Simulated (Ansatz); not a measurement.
```yaml
crystal:
  periodic: [false, false, false]
  atoms:
    - {symbol: Cl, position_ang: [-1.122151, -0.123275, -0.002830]}
    - {symbol: B, position_ang: [0.551732, 0.546793, 0.012328]}
    - {symbol: F, position_ang: [1.750844, -0.172677, -0.003795]}
    - {symbol: H, position_ang: [0.551235, 1.725954, 0.038853]}
basis:
  gaussian: {orbitals: def2-TZVP}
magnetization: {spin_polarized: true, initial_magnetization: 2}
hamiltonian: {xc: pbe0}
relax: {f_tol: 0.004, max_steps: 80}
```

```sh
$ ansatz run in.yaml --threads 1 --pin off --events-out ev --progress --plain --max-ram 2176MiB
```

Steps of the relaxation (energy above the last step; positions in Å, forces in eV/Å):

```
4
step 1, 321.1 meV
Cl   -1.122   -0.123   -0.003    0.322    0.610    0.014
B     0.552    0.547    0.012    1.638   -3.096   -0.070
F     1.751   -0.173   -0.004   -1.394    0.953    0.021
H     0.551    1.726    0.039   -0.565    1.533    0.034
```

```
4
step 2, 150.0 meV
Cl   -1.116   -0.080   -0.002    0.301    0.505    0.011
B     0.579    0.505    0.011    1.092   -1.754   -0.039
F     1.768   -0.177   -0.004   -0.898    0.620    0.014
H     0.500    1.728    0.039   -0.496    0.629    0.014
```

```
4
step 3, 25.0 meV
Cl   -1.082    0.091    0.002    0.015   -0.113   -0.003
B     0.669    0.405    0.009   -1.098    0.979    0.022
F     1.834   -0.189   -0.004    0.867   -0.495   -0.011
H     0.310    1.670    0.038    0.216   -0.371   -0.008
```

```
4
step 5, 0.2 meV
Cl   -1.088    0.062    0.001   -0.008    0.001    0.000
B     0.647    0.430    0.010    0.024    0.033    0.001
F     1.827   -0.187   -0.004    0.003   -0.022    0.000
H     0.346    1.673    0.038   -0.019   -0.012    0.000
```

```
4
step 7, 0.0 meV
Cl   -1.086    0.064    0.001   -0.002   -0.001    0.000
B     0.651    0.433    0.010    0.003    0.000    0.000
F     1.828   -0.192   -0.004   -0.001    0.000    0.000
H     0.339    1.672    0.038    0.000    0.001    0.000
```

Close pairs at the end: B2–H4 1.278 Å, B2–F3 1.332 Å, Cl1–B2 1.776 Å.

A stationary point of unrestricted PBE0 after 7 steps, with ⟨S²⟩ = 2.007 against 2.00 for a pure state; no frequencies were run, so it isn't proven a minimum. 17 s on 1 thread of Intel Xeon Platinum 8488C, shared host.
